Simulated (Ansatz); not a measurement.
Reaction (SMILES): [PH2] (PH2) → PH2+ (singlet, bonded as [PH2]) + e-
B3LYP-D3(BJ)/def2-TZVP geometries, fixed; electronic energies without zero-point terms.
Largest species:
```
P
H 1 1.4234
H 1 1.4234 2 91.73
```
Charge 0, spin multiplicity 2.

Basis-set convergence of the adiabatic ionisation energy at B2PLYP with Ansatz (a first-principles code). All functions are spherical. Cores are frozen. A restricted B2PLYP determinant is unstable towards unrestricted orbitals. Open shells are unrestricted. No added dispersion term, no relativity. Functions are those of the species that has most. Reference: the value in aug-cc-pV(5+d)Z, 9.826 eV, itself unsure by roughly 0.007 eV (its mean distance from pcseg-4, aug-pcseg-3, aug-cc-pV(Q+d)Z). Deviations are taken from unrounded values.

| basis | functions | adiabatic ionisation energy (eV) | minus reference (eV) |
|---|---|---|---|
| 3-21G | 17 | 9.853 | 0.027 |
| pcseg-0 | 17 | 9.950 | 0.124 |
| def2-SV(P) | 22 | 9.731 | -0.095 |
| cc-pV(D+d)Z | 33 | 9.722 | -0.104 |
| def2-SVPD | 40 | 9.754 | -0.072 |
| aug-pcseg-1 | 45 | 9.784 | -0.042 |
| def2-TZVP | 49 | 9.789 | -0.037 |
| 6-311++G(2d,2p) | 55 | 9.772 | -0.054 |
| def2-TZVPD | 61 | 9.800 | -0.026 |
| cc-pV(T+d)Z | 67 | 9.800 | -0.026 |
| 6-311++G(3df,3pd) | 83 | 9.801 | -0.025 |
| aug-pcseg-2 | 96 | 9.799 | -0.027 |
| def2-QZVPPD | 142 | 9.819 | -0.007 |
| aug-cc-pV(Q+d)Z | 181 | 9.824 | -0.002 |
| aug-pcseg-3 | 187 | 9.814 | -0.011 |
| cc-pV(5+d)Z | 210 | 9.822 | -0.004 |
| pcseg-4 | 227 | 9.818 | -0.007 |
| aug-cc-pV(5+d)Z | 296 | 9.826 | 0.000 |
